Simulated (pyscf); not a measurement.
Structures and frequencies: ωB97X-D3(BJ)/def2-SVP in PySCF. Correlated levels are frozen-core, on RHF or UHF. ΔMP2 is the change of the MP2 total energy from the triple- to the quadruple-zeta basis.

Task: Estimate by transition-state theory the rate constant of fluoromethane (H₃C–F) + Cl atom (Cl•) → F–CH₂–Cl + H atom (H•) (doublet surface; C–H broken, C–Cl formed) at 900 K, with CCSD(T)/def2-TZVPP + ΔMP2(QZVPP) energies (ideal gas, 1 atm, RRHO with modes under 100 cm⁻¹ raised to 100, one conformer, R ln 2 for rigid chiral ones; no tunnelling).

Result: The electronic barrier is 48.0 kcal/mol and the thermal terms add +16.7, so ΔG‡ = 64.6 kcal/mol. With k_BT/h = 1.88e+13 s⁻¹ and RT = 1.788 kcal/mol, and a volume of 1.23e-19 cm³ per molecule at 1 atm, k = 4.7e-22 cm³ molecule⁻¹ s⁻¹. Wigner's tunnelling factor for 1527i cm⁻¹ would be 1.25. A shift of 1 kcal/mol in the barrier changes k by a factor 1.7. The same reactants have a lower exit, to •H₂C–F + HCl (barrier +3.5 kcal/mol at ωB97M-D3(BJ), against +45.8 kcal/mol here). This is the saddle that the search found; another between the same sides may lie lower. The angle at the attacked C is 160°. The CCSD(T) − MP2 part came from Ansatz, without density fitting, on the same reference. Left out: orbital degeneracy and the spin-orbit lowering of Cl.
